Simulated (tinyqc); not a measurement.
Worked calculation (part 1 of 2): RHF in the sto-6g basis, for H2O, spin multiplicity 1. Computed by tinyqc, a small Python program that keeps every step (integrals from PySCF). Settings: charge = 0, multiplicity = 1, basis = sto-6g, energy threshold = 1e-08, iteration cap = 87, orthogonalisation = symmetric, start = Wolfsberg-Helmholz matrix, DIIS depth = 6, damping = 0.5, method = RHF. Command: `OMP_NUM_THREADS=1 python tinyqc.py 29953 29954 out.jsonl` (the two numbers bound the seeds that draw the settings). One thread of a shared host (Intel(R) Xeon(R) Processor @ 2.60GHz), about 0.1 s of CPU time with the checks. Later iterations appear only in the table of the cycle.

## One-electron integrals

Geometry (angstrom):
```
atom       x        y       z
O     0.0000   0.0000  0.0000
H     0.0000   0.7350  0.6080
H     0.0000  -0.7350  0.6080
```

Basis sto-6g: exponents (1/bohr^2) and contraction coefficients of normalised primitives:
```
element  l (shell)   exponent  coefficient
O            s (1)  1355.5842       0.0092
O            s (1)   248.5449       0.0494
O            s (1)    69.5339       0.1685
O            s (1)    23.8868       0.3706
O            s (1)     9.2759       0.4165
O            s (1)     3.8203       0.1303
O            s (2)    52.1878      -0.0133
O            s (2)    10.3293      -0.0470
O            s (2)     3.2103      -0.0338
O            s (2)     1.2351       0.2502
O            s (2)     0.5364       0.5951
O            s (2)     0.2459       0.2407
O            p (3)    52.1878       0.0038
O            p (3)    10.3293       0.0377
O            p (3)     3.2103       0.1739
O            p (3)     1.2351       0.4180
O            p (3)     0.5364       0.4259
O            p (3)     0.2459       0.1017
H            s (1)    35.5232       0.0092
H            s (1)     6.5131       0.0494
H            s (1)     1.8221       0.1685
H            s (1)     0.6260       0.3706
H            s (1)     0.2431       0.4165
H            s (1)     0.1001       0.1303
```

Overlap, kinetic and nuclear-attraction integrals over the contracted functions; the nuclear repulsion is the sum of Za Zb / Rab.

nuclear repulsion = 9.236181 hartree

overlap S:
```
         1O 1s   1O 2s  1O 2px   1O 2py  1O 2pz   2H 1s    3H 1s
1O 1s   1.0000  0.2311  0.0000   0.0000  0.0000  0.0559   0.0559
1O 2s   0.2311  1.0000  0.0000   0.0000  0.0000  0.4790   0.4790
1O 2px  0.0000  0.0000  1.0000   0.0000  0.0000  0.0000   0.0000
1O 2py  0.0000  0.0000  0.0000   1.0000  0.0000  0.3035  -0.3035
1O 2pz  0.0000  0.0000  0.0000   0.0000  1.0000  0.2510   0.2510
2H 1s   0.0559  0.4790  0.0000   0.3035  0.2510  1.0000   0.2681
3H 1s   0.0559  0.4790  0.0000  -0.3035  0.2510  0.2681   1.0000
```

kinetic energy T (hartree):
```
          1O 1s    1O 2s  1O 2px   1O 2py  1O 2pz    2H 1s    3H 1s
1O 1s   29.3272  -0.8960  0.0000   0.0000  0.0000  -0.0023  -0.0023
1O 2s   -0.8960   0.8426  0.0000   0.0000  0.0000   0.1296   0.1296
1O 2px   0.0000   0.0000  2.5313   0.0000  0.0000   0.0000   0.0000
1O 2py   0.0000   0.0000  0.0000   2.5313  0.0000   0.2192  -0.2192
1O 2pz   0.0000   0.0000  0.0000   0.0000  2.5313   0.1813   0.1813
2H 1s   -0.0023   0.1296  0.0000   0.2192  0.1813   0.7685   0.0120
3H 1s   -0.0023   0.1296  0.0000  -0.2192  0.1813   0.0120   0.7685
```

nuclear attraction V (hartree):
```
           1O 1s     1O 2s    1O 2px    1O 2py    1O 2pz    2H 1s    3H 1s
1O 1s   -62.3678   -6.4077    0.0000    0.0000   -0.0211  -1.7749  -1.7749
1O 2s    -6.4077  -10.0946    0.0000    0.0000   -0.2343  -3.8915  -3.8915
1O 2px    0.0000    0.0000  -10.0099    0.0000    0.0000   0.0000   0.0000
1O 2py    0.0000    0.0000    0.0000  -10.1601    0.0000  -2.2010   2.2010
1O 2pz   -0.0211   -0.2343    0.0000    0.0000  -10.1127  -1.9005  -1.9005
2H 1s    -1.7749   -3.8915    0.0000   -2.2010   -1.9005  -5.8717  -1.7170
3H 1s    -1.7749   -3.8915    0.0000    2.2010   -1.9005  -1.7170  -5.8717
```

core Hamiltonian H = T + V (hartree):
```
           1O 1s    1O 2s   1O 2px   1O 2py   1O 2pz    2H 1s    3H 1s
1O 1s   -33.0406  -7.3038   0.0000   0.0000  -0.0211  -1.7772  -1.7772
1O 2s    -7.3038  -9.2520   0.0000   0.0000  -0.2343  -3.7619  -3.7619
1O 2px    0.0000   0.0000  -7.4786   0.0000   0.0000   0.0000   0.0000
1O 2py    0.0000   0.0000   0.0000  -7.6288   0.0000  -1.9818   1.9818
1O 2pz   -0.0211  -0.2343   0.0000   0.0000  -7.5814  -1.7192  -1.7192
2H 1s    -1.7772  -3.7619   0.0000  -1.9818  -1.7192  -5.1032  -1.7050
3H 1s    -1.7772  -3.7619   0.0000   1.9818  -1.7192  -1.7050  -5.1032
```

## Two-electron integrals

Functions are numbered as in S; the eight-fold symmetry (ij|kl) = (ji|kl) = (kl|ij) leaves the list below.

Two-electron integrals (ij|kl) in chemists' order, unique and non-zero (hartree):
```
(11|11) 4.7875      (21|11) 0.6759      (21|21) 0.1215      (22|11) 1.1174
(22|21) 0.2492      (22|22) 0.8174      (31|31) 0.0258      (32|31) 0.0391
(32|32) 0.1807      (33|11) 1.1174      (33|21) 0.2492      (33|22) 0.8174
(33|33) 0.8807      (41|41) 0.0258      (42|41) 0.0391      (42|42) 0.1807
(43|43) 0.0475      (44|11) 1.1174      (44|21) 0.2492      (44|22) 0.8174
(44|33) 0.7857      (44|44) 0.8807      (51|51) 0.0258      (52|51) 0.0391
(52|52) 0.1807      (53|53) 0.0475      (54|54) 0.0475      (55|11) 1.1174
(55|21) 0.2492      (55|22) 0.8174      (55|33) 0.7857      (55|44) 0.7857
(55|55) 0.8807      (61|11) 0.1744      (61|21) 0.0300      (61|22) 0.0602
(61|33) 0.0601      (61|41) 0.0011      (61|42) 0.0022      (61|44) 0.0603
(61|51) 0.0009      (61|52) 0.0018      (61|54) 1.93e-04    (61|55) 0.0602
(61|61) 0.0076      (62|11) 0.4059      (62|21) 0.0917      (62|22) 0.3308
(62|33) 0.3255      (62|41) 0.0056      (62|42) 0.0407      (62|44) 0.3350
(62|51) 0.0047      (62|52) 0.0337      (62|54) 0.0079      (62|55) 0.3320
(62|61) 0.0228      (62|62) 0.1634      (63|31) 0.0104      (63|32) 0.0579
(63|43) 0.0085      (63|53) 0.0070      (63|63) 0.0237      (64|11) 0.2192
(64|21) 0.0502      (64|22) 0.1933      (64|33) 0.1845      (64|41) 0.0132
(64|42) 0.0806      (64|44) 0.2071      (64|51) 0.0023      (64|52) 0.0188
(64|54) 0.0117      (64|55) 0.1884      (64|61) 0.0131      (64|62) 0.1162
(64|64) 0.1055      (65|11) 0.1813      (65|21) 0.0416      (65|22) 0.1599
(65|33) 0.1526      (65|41) 0.0023      (65|42) 0.0188      (65|44) 0.1573
(65|51) 0.0123      (65|52) 0.0734      (65|54) 0.0123      (65|55) 0.1698
(65|61) 0.0108      (65|62) 0.0961      (65|64) 0.0676      (65|65) 0.0797
(66|11) 0.5335      (66|21) 0.1228      (66|22) 0.5044      (66|33) 0.4840
(66|41) 0.0102      (66|42) 0.0993      (66|44) 0.5203      (66|51) 0.0084
(66|52) 0.0822      (66|54) 0.0300      (66|55) 0.5088      (66|61) 0.0308
(66|62) 0.3087      (66|64) 0.2509      (66|65) 0.2075      (66|66) 0.7750
(71|11) 0.1744      (71|21) 0.0300      (71|22) 0.0602      (71|33) 0.0601
(71|41) -0.0011     (71|42) -0.0022     (71|44) 0.0603      (71|51) 0.0009
(71|52) 0.0018      (71|54) -1.93e-04   (71|55) 0.0602      (71|61) 0.0075
(71|62) 0.0220      (71|64) 0.0115      (71|65) 0.0105      (71|66) 0.0294
(71|71) 0.0076      (72|11) 0.4059      (72|21) 0.0917      (72|22) 0.3308
(72|33) 0.3255      (72|41) -0.0056     (72|42) -0.0407     (72|44) 0.3350
(72|51) 0.0047      (72|52) 0.0337      (72|54) -0.0079     (72|55) 0.3320
(72|61) 0.0220      (72|62) 0.1350      (72|64) 0.0656      (72|65) 0.0772
(72|66) 0.2122      (72|71) 0.0228      (72|72) 0.1634      (73|31) 0.0104
(73|32) 0.0579      (73|43) -0.0085     (73|53) 0.0070      (73|63) 0.0191
(73|73) 0.0237      (74|11) -0.2192     (74|21) -0.0502     (74|22) -0.1933
(74|33) -0.1845     (74|41) 0.0132      (74|42) 0.0806      (74|44) -0.2071
(74|51) -0.0023     (74|52) -0.0188     (74|54) 0.0117      (74|55) -0.1884
(74|61) -0.0115     (74|62) -0.0656     (74|64) -0.0132     (74|65) -0.0367
(74|66) -0.0899     (74|71) -0.0131     (74|72) -0.1162     (74|74) 0.1055
(75|11) 0.1813      (75|21) 0.0416      (75|22) 0.1599      (75|33) 0.1526
(75|41) -0.0023     (75|42) -0.0188     (75|44) 0.1573      (75|51) 0.0123
(75|52) 0.0734      (75|54) -0.0123     (75|55) 0.1698      (75|61) 0.0105
(75|62) 0.0772      (75|64) 0.0367      (75|65) 0.0626      (75|66) 0.1335
(75|71) 0.0108      (75|72) 0.0961      (75|74) -0.0676     (75|75) 0.0797
(76|11) 0.1699      (76|21) 0.0388      (76|22) 0.1511      (76|33) 0.1476
(76|44) 0.1504      (76|51) 0.0031      (76|52) 0.0266      (76|55) 0.1554
(76|61) 0.0095      (76|62) 0.0744      (76|64) 0.0454      (76|65) 0.0492
(76|66) 0.1449      (76|71) 0.0095      (76|72) 0.0744      (76|74) -0.0454
(76|75) 0.0492      (76|76) 0.0410      (77|11) 0.5335      (77|21) 0.1228
(77|22) 0.5044      (77|33) 0.4840      (77|41) -0.0102     (77|42) -0.0993
(77|44) 0.5203      (77|51) 0.0084      (77|52) 0.0822      (77|54) -0.0300
(77|55) 0.5088      (77|61) 0.0294      (77|62) 0.2122      (77|64) 0.0899
(77|65) 0.1335      (77|66) 0.3521      (77|71) 0.0308      (77|72) 0.3087
(77|74) -0.2509     (77|75) 0.2075      (77|76) 0.1449      (77|77) 0.7750
```

## Orthogonalisation

S = U s U^T; symmetric (Loewdin) form X = U s^(-1/2) U^T, so that X^T S X = 1.

eigenvalues of S: 0.3395  0.4163  0.8851  1.0000  1.0934  1.3156  1.9501

X:
```
          1O 1s    1O 2s  1O 2px   1O 2py   1O 2pz    2H 1s    3H 1s
1O 1s    1.0228  -0.1388  0.0000   0.0000  -0.0098   0.0199   0.0199
1O 2s   -0.1388   1.2496  0.0000   0.0000   0.1177  -0.2983  -0.2983
1O 2px   0.0000   0.0000  1.0000   0.0000   0.0000   0.0000   0.0000
1O 2py   0.0000   0.0000  0.0000   1.1098   0.0000  -0.2288   0.2288
1O 2pz  -0.0098   0.1177  0.0000   0.0000   1.0606  -0.1540  -0.1540
2H 1s    0.0199  -0.2983  0.0000  -0.2288  -0.1540   1.2152  -0.0967
3H 1s    0.0199  -0.2983  0.0000   0.2288  -0.1540  -0.0967   1.2152
```

## Starting guess

The start is the generalised Wolfsberg-Helmholz matrix (K = 1.75) built on H; D = 2 C_occ C_occ^T.

D at the start:
```
          1O 1s    1O 2s  1O 2px   1O 2py   1O 2pz    2H 1s    3H 1s
1O 1s    2.0601  -0.2363  0.0000   0.0000   0.1159  -0.1391  -0.1391
1O 2s   -0.2363   1.1066  0.0000   0.0000  -0.4394   0.3443   0.3443
1O 2px   0.0000   0.0000  2.0000   0.0000   0.0000   0.0000   0.0000
1O 2py   0.0000   0.0000  0.0000   1.3742   0.0000   0.3853  -0.3853
1O 2pz   0.1159  -0.4394  0.0000   0.0000   1.8113   0.1212   0.1212
2H 1s   -0.1391   0.3443  0.0000   0.3853   0.1212   0.2582   0.0421
3H 1s   -0.1391   0.3443  0.0000  -0.3853   0.1212   0.0421   0.2582
```

## Iteration 1: building the Fock matrix

J_ij = sum D_kl (ij|kl), K_ij = sum D_kl (ik|jl); F = H + J - 0.5 K; E = tr D H + tr D J / 2 - 0.25 tr D K + E_nn.

Coulomb J (hartree):
```
          1O 1s   1O 2s  1O 2px   1O 2py   1O 2pz   2H 1s    3H 1s
1O 1s   17.7517  3.1769  0.0000   0.0000  -0.0085  0.7896   0.7896
1O 2s    3.1769  8.3980  0.0000   0.0000   0.0049  3.3590   3.3590
1O 2px   0.0000  0.0000  8.3885   0.0000   0.0000  0.0000   0.0000
1O 2py   0.0000  0.0000  0.0000   8.3982   0.0000  1.9474  -1.9474
1O 2pz  -0.0085  0.0049  0.0000   0.0000   8.4073  1.6187   1.6187
2H 1s    0.7896  3.3590  0.0000   1.9474   1.6187  5.1240   1.5291
3H 1s    0.7896  3.3590  0.0000  -1.9474   1.6187  1.5291   5.1240
```

exchange K (hartree):
```
         1O 1s    1O 2s  1O 2px   1O 2py   1O 2pz   2H 1s    3H 1s
1O 1s   9.7626   1.5830  0.0000   0.0000   0.0108  0.4115   0.4115
1O 2s   1.5830   2.5533  0.0000   0.0000  -0.1097  1.1742   1.1742
1O 2px  0.0000   0.0000  2.2513   0.0000   0.0000  0.0000   0.0000
1O 2py  0.0000   0.0000  0.0000   2.1075   0.0000  0.6547  -0.6547
1O 2pz  0.0108  -0.1097  0.0000   0.0000   2.2319  0.4934   0.4934
2H 1s   0.4115   1.1742  0.0000   0.6547   0.4934  1.1366   0.5101
3H 1s   0.4115   1.1742  0.0000  -0.6547   0.4934  0.5101   1.1366
```

Fock matrix F (hartree):
```
           1O 1s    1O 2s   1O 2px   1O 2py   1O 2pz    2H 1s    3H 1s
1O 1s   -20.1703  -4.9184   0.0000   0.0000  -0.0350  -1.1934  -1.1934
1O 2s    -4.9184  -2.1307   0.0000   0.0000  -0.1745  -0.9900  -0.9900
1O 2px    0.0000   0.0000  -0.2157   0.0000   0.0000   0.0000   0.0000
1O 2py    0.0000   0.0000   0.0000  -0.2843   0.0000  -0.3618   0.3618
1O 2pz   -0.0350  -0.1745   0.0000   0.0000  -0.2900  -0.3473  -0.3473
2H 1s    -1.1934  -0.9900   0.0000  -0.3618  -0.3473  -0.5476  -0.4310
3H 1s    -1.1934  -0.9900   0.0000   0.3618  -0.3473  -0.4310  -0.5476
```

total energy of this density = -75.373958 hartree

This density is the starting one.

## Iteration 1: diagonalisation and new density

Diagonalise F' = X^T F X, C = X C', fill 5 alpha and 5 beta electrons from the bottom; D = 2 C_occ C_occ^T; the new density keeps 0.5 of the old one (damping). Each column has its largest component positive (the first on a tie).

F' = X^T F X (hartree):
```
          1        2        3        4        5        6        7
1  -19.8334  -2.5353   0.0000   0.0000  -0.0504  -0.2009  -0.2009
2   -2.5353  -0.9106   0.0000   0.0000   0.0701  -0.5436  -0.5436
3    0.0000   0.0000  -0.2157   0.0000   0.0000   0.0000   0.0000
4    0.0000   0.0000   0.0000   0.0051   0.0000  -0.4574   0.4574
5   -0.0504   0.0701   0.0000   0.0000  -0.1441  -0.3030  -0.3030
6   -0.2009  -0.5436   0.0000  -0.4574  -0.3030   0.0551  -0.1488
7   -0.2009  -0.5436   0.0000   0.4574  -0.3030  -0.1488   0.0551
```

orbital energies (hartree): MO1 -20.1746, MO2 -1.1362, MO3 -0.5500, MO4 -0.3069, MO5 -0.2157, MO6 0.6358, MO7 0.7590

coefficients C:
```
            MO1      MO2      MO3      MO4     MO5      MO6      MO7
1O 1s    0.9961  -0.2047   0.0000   0.1096  0.0000  -0.1422   0.0000
1O 2s    0.0186   0.7268   0.0000  -0.5498  0.0000   0.9705   0.0000
1O 2px   0.0000   0.0000   0.0000   0.0000  1.0000   0.0000   0.0000
1O 2py   0.0000   0.0000   0.6315   0.0000  0.0000   0.0000   0.9683
1O 2pz   0.0041   0.1743   0.0000   0.8113  0.0000   0.7054   0.0000
2H 1s   -0.0047   0.2240   0.4304   0.1958  0.0000  -0.8063  -0.8530
3H 1s   -0.0047   0.2240  -0.4304   0.1958  0.0000  -0.8063   0.8530
```

D after iteration 1:
```
          1O 1s    1O 2s  1O 2px   1O 2py   1O 2pz    2H 1s    3H 1s
1O 1s    2.0762  -0.3086  0.0000   0.0000   0.1152  -0.0986  -0.0986
1O 2s   -0.3086   1.3842  0.0000   0.0000  -0.5391   0.2273   0.2273
1O 2px   0.0000   0.0000  2.0000   0.0000   0.0000   0.0000   0.0000
1O 2py   0.0000   0.0000  0.0000   1.0859   0.0000   0.4645  -0.4645
1O 2pz   0.1152  -0.5391  0.0000   0.0000   1.5943   0.2585   0.2585
2H 1s   -0.0986   0.2273  0.0000   0.4645   0.2585   0.4029  -0.0757
3H 1s   -0.0986   0.2273  0.0000  -0.4645   0.2585  -0.0757   0.4029
```

## Iteration 2: building the Fock matrix

As before.

Coulomb J (hartree):
```
          1O 1s   1O 2s  1O 2px   1O 2py   1O 2pz   2H 1s    3H 1s
1O 1s   17.5980  3.1405  0.0000   0.0000  -0.0091  0.7809   0.7809
1O 2s    3.1405  8.3081  0.0000   0.0000   0.0172  3.3368   3.3368
1O 2px   0.0000  0.0000  8.3052   0.0000   0.0000  0.0000   0.0000
1O 2py   0.0000  0.0000  0.0000   8.3027   0.0000  1.9385  -1.9385
1O 2pz  -0.0091  0.0172  0.0000   0.0000   8.3164  1.6176   1.6176
2H 1s    0.7809  3.3368  0.0000   1.9385   1.6176  5.1375   1.5261
3H 1s    0.7809  3.3368  0.0000  -1.9385   1.6176  1.5261   5.1375
```

exchange K (hartree):
```
         1O 1s    1O 2s  1O 2px   1O 2py   1O 2pz   2H 1s    3H 1s
1O 1s   9.7780   1.5578  0.0000   0.0000   0.0070  0.4087   0.4087
1O 2s   1.5578   2.5617  0.0000   0.0000  -0.1257  1.1661   1.1661
1O 2px  0.0000   0.0000  2.2557   0.0000   0.0000  0.0000   0.0000
1O 2py  0.0000   0.0000  0.0000   1.9582   0.0000  0.6654  -0.6654
1O 2pz  0.0070  -0.1257  0.0000   0.0000   2.1451  0.5212   0.5212
2H 1s   0.4087   1.1661  0.0000   0.6654   0.5212  1.2125   0.4941
3H 1s   0.4087   1.1661  0.0000  -0.6654   0.5212  0.4941   1.2125
```

Fock matrix F (hartree):
```
           1O 1s    1O 2s   1O 2px   1O 2py   1O 2pz    2H 1s    3H 1s
1O 1s   -20.3317  -4.9422   0.0000   0.0000  -0.0337  -1.2007  -1.2007
1O 2s    -4.9422  -2.2248   0.0000   0.0000  -0.1542  -1.0081  -1.0081
1O 2px    0.0000   0.0000  -0.3012   0.0000   0.0000   0.0000   0.0000
1O 2py    0.0000   0.0000   0.0000  -0.3052   0.0000  -0.3761   0.3761
1O 2pz   -0.0337  -0.1542   0.0000   0.0000  -0.3375  -0.3622  -0.3622
2H 1s    -1.2007  -1.0081   0.0000  -0.3761  -0.3622  -0.5720  -0.4259
3H 1s    -1.2007  -1.0081   0.0000   0.3761  -0.3622  -0.4259  -0.5720
```

total energy of this density = -75.503502 hartree

This density is a damped mixture and is not idempotent.

## Iteration 2: DIIS over 2 matrices

error matrix X^T (FDS - SDF) X:
```
         1        2       3        4        5        6        7
1   0.0000  -0.2265  0.0000   0.0000  -0.1329   0.2194   0.2194
2   0.2265   0.0000  0.0000   0.0000   0.1783  -0.1257  -0.1257
3   0.0000   0.0000  0.0000   0.0000   0.0000   0.0000   0.0000
4   0.0000   0.0000  0.0000   0.0000   0.0000   0.2180  -0.2180
5   0.1329  -0.1783  0.0000   0.0000   0.0000   0.0926   0.0926
6  -0.2194   0.1257  0.0000  -0.2180  -0.0926   0.0000   0.0000
7  -0.2194   0.1257  0.0000   0.2180  -0.0926   0.0000   0.0000
```

B (overlaps of the stored error matrices):
```
               1              2
1  1.9935599e+00  1.1533297e+00
2  1.1533297e+00  6.8162110e-01
```

Minimise |sum c_i e_i|^2 with sum c_i = 1: solve [B -1; -1 0][c; lambda] = [0; -1] with B_ij = tr e_i^T e_j, and take F = sum c_i F_i.

DIIS coefficients: -1.2800  2.2800

extrapolated F (hartree):
```
           1O 1s    1O 2s   1O 2px   1O 2py   1O 2pz    2H 1s    3H 1s
1O 1s   -20.5382  -4.9726   0.0000   0.0000  -0.0321  -1.2100  -1.2100
1O 2s    -4.9726  -2.3452   0.0000   0.0000  -0.1283  -1.0314  -1.0314
1O 2px    0.0000   0.0000  -0.4107   0.0000   0.0000   0.0000   0.0000
1O 2py    0.0000   0.0000   0.0000  -0.3320   0.0000  -0.3943   0.3943
1O 2pz   -0.0321  -0.1283   0.0000   0.0000  -0.3984  -0.3813  -0.3813
2H 1s    -1.2100  -1.0314   0.0000  -0.3943  -0.3813  -0.6032  -0.4195
3H 1s    -1.2100  -1.0314   0.0000   0.3943  -0.3813  -0.4195  -0.6032
```

## Iteration 2: diagonalisation and new density

As before.

F' = X^T F X (hartree):
```
          1        2        3        4        5        6        7
1  -20.2079  -2.5121   0.0000   0.0000  -0.0504  -0.2127  -0.2127
2   -2.5121  -1.1660   0.0000   0.0000   0.1243  -0.5300  -0.5300
3    0.0000   0.0000  -0.4107   0.0000   0.0000   0.0000   0.0000
4    0.0000   0.0000   0.0000  -0.0276   0.0000  -0.4759   0.4759
5   -0.0504   0.1243   0.0000   0.0000  -0.2344  -0.3368  -0.3368
6   -0.2127  -0.5300   0.0000  -0.4759  -0.3368   0.0085  -0.1140
7   -0.2127  -0.5300   0.0000   0.4759  -0.3368  -0.1140   0.0085
```

orbital energies (hartree): MO1 -20.5415, MO2 -1.2851, MO3 -0.6298, MO4 -0.4871, MO5 -0.4107, MO6 0.5999, MO7 0.7247

coefficients C:
```
            MO1      MO2      MO3      MO4     MO5      MO6      MO7
1O 1s    0.9966  -0.2193   0.0000   0.0964  0.0000  -0.1252   0.0000
1O 2s    0.0160   0.8219   0.0000  -0.5294  0.0000   0.9037   0.0000
1O 2px   0.0000   0.0000   0.0000   0.0000  1.0000   0.0000   0.0000
1O 2py   0.0000   0.0000   0.6113   0.0000  0.0000   0.0000   0.9811
1O 2pz   0.0035   0.1327   0.0000   0.7850  0.0000   0.7432   0.0000
2H 1s   -0.0038   0.1647   0.4480   0.2596  0.0000  -0.8026  -0.8439
3H 1s   -0.0038   0.1647  -0.4480   0.2596  0.0000  -0.8026   0.8439
```

D after iteration 2:
```
          1O 1s    1O 2s  1O 2px   1O 2py   1O 2pz    2H 1s    3H 1s
1O 1s    2.0888  -0.3697  0.0000   0.0000   0.1077  -0.0642  -0.0642
1O 2s   -0.3697   1.6482  0.0000   0.0000  -0.5759   0.1115   0.1115
1O 2px   0.0000   0.0000  2.0000   0.0000   0.0000   0.0000   0.0000
1O 2py   0.0000   0.0000  0.0000   0.9167   0.0000   0.5061  -0.5061
1O 2pz   0.1077  -0.5759  0.0000   0.0000   1.4310   0.3549   0.3549
2H 1s   -0.0642   0.1115  0.0000   0.5061   0.3549   0.4967  -0.1440
3H 1s   -0.0642   0.1115  0.0000  -0.5061   0.3549  -0.1440   0.4967
```
